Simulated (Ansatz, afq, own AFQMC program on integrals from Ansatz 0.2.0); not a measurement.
Integrals from Ansatz 0.2.0, then the random walk in our own AFQMC program (afq).

```yaml
crystal:
  periodic: [false, false, false]
  atoms:
    - {symbol: N, position_ang: [0.000000, 0.000000, 0.000000]}
    - {symbol: N, position_ang: [0.000000, 0.000000, 1.089486]}
basis:
  gaussian: {orbitals: 6-31G}
magnetization: {spin_polarized: false}
correlation: {method: ccsd_t, electrons: outside_noble_gas, hamiltonian_folder: ham}
```

```sh
$ ansatz run in.yaml --threads 1 --pin off --events-out ev --progress --plain --max-ram 16896MiB --backend cuda --devices 0, --max-vram 18GiB
```

Options of the walk:

```
--method free --trial cisd --walkers 4000 --time-step 0.03 --max-blocks 4000 --target-error 0.00038 --factor-cut 1e-05 --seed 807 --times 0,0.21,0.42,0.81,1.2,1.8,2.4,3 --taylor-order 8
```

Times are imaginary, in 1/Eh. The walk had a cap of 61 s.

```
orbitals 16  electrons 5 5  factors 95 of 268
reference energy -108.86800074 Eh
CCSD correlation -0.22395152 Eh in 10 cycles, weight of the determinant in the CISD state 0.9102
repeat  energy at the last time / Eh  error
    10  -109.101392  0.000191
    20  -109.101160  0.000155
    30  -109.101030  0.000133
time / (1/Eh)  energy / Eh  error  mean overlap
  0.00  -109.092106  0.000128  1.0986
  0.21  -109.096727  0.000125  1.0994
  0.42  -109.098768  0.000084  1.1003
  0.81  -109.100257  0.000102  1.1036
  1.20  -109.100640  0.000092  1.1067
  1.80  -109.100729  0.000100  1.1138
  2.40  -109.101001  0.000117  1.1209
  3.00  -109.101053  0.000131  1.1265
energy -109.101053 +/- 0.000131 Eh
```

**Question.** Estimate how long the walk took on 1 × NVIDIA H100 80GB HBM3 with 2 threads of AMD EPYC 7R13 Processor (Zen 3), on a shared host (the card was shared).

**Answer.** 4.9 s of wall time.

The run passed its tests (error under three times the target), which doesn't prove that it has relaxed.

Against this walk (error 3.6 meV) on the same determinant: CCSD(T) 47.5 meV higher, CCSDT(Q) 2.8 meV lower (within the noise), CCSDTQ 4.3 meV higher (within the noise), full CI 0.9 meV lower (within the noise). The error is statistical, and a free projection of finite length keeps a remainder of its start.

Cautions: remainder of the start not in the error.

CCSDT and higher add their correlation energy to the determinant of the CCSD(T) run, since their own runs factorise the integrals more tightly (a shift of under 2 meV). A walk keeps the symmetry of its determinant, which the program's search chose and which needn't be the lowest solution, so a lower state of the same spin and another symmetry isn't excluded.
